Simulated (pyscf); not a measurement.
Single points on ωB97X-D3(BJ)/def2-SVP structures (PySCF, gas phase).

Problem. For the elementary gas-phase step H₃C–Ga(CH₃)–NH₂ + H atom (H•) -> H₃C–Ga(CH₃)–NH• + hydrogen (H₂) (doublet surface; H–N broken, H–H formed), what barrier and reaction energy does ωB97M-D3(BJ)/def2-TZVP give, measured from the separated reactants?

Solution. ΔE‡ = 17.2 kcal/mol, ΔE = +10.8 kcal/mol. Zero-point energy shifts the barrier by -1.2 kcal/mol. It is a hydrogen abstraction, with an imaginary mode of 1055i cm⁻¹. One saddle was located; it need not be the lowest between these sides. The angle at the transferred H is 157°. Elements up to Kr have no core potential and no relativistic terms here.
